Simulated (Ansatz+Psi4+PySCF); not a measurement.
# singlet N₂O: levels of theory in one basis

```
atom   x (Å)   y (Å)    z (Å)
   N  0.0000  0.0000  -1.2320
   N  0.0000  0.0000  -0.0609
   O  0.0000  0.0000   1.1312
```

Basis set: cc-pVTZ (spherical functions). Frozen core: 3 orbitals. Charge 0, multiplicity 1.

Computed with Ansatz (development build ahead of 0.2.0) and Psi4 1.11; each method stands on the lowest determinant of its kind that the runs found.

| method | E − E(RHF) (eV) | <S²> of the determinant |
| --- | --- | --- |
| RHF | 0.00 | 0.00 |
| RHF-MP2 | -17.92 | – |
| RHF-CCSD | -17.20 | – |

(1) What does RHF-CCSD(T) give on the same scale?

## Answers

(1) -18.23 eV.

Caution: unrestricted orbitals would lower the determinant. Caution for RHF-MP2, RHF-CCSD, RHF-CCSD(T): large share of triples, a single reference is doubtful.
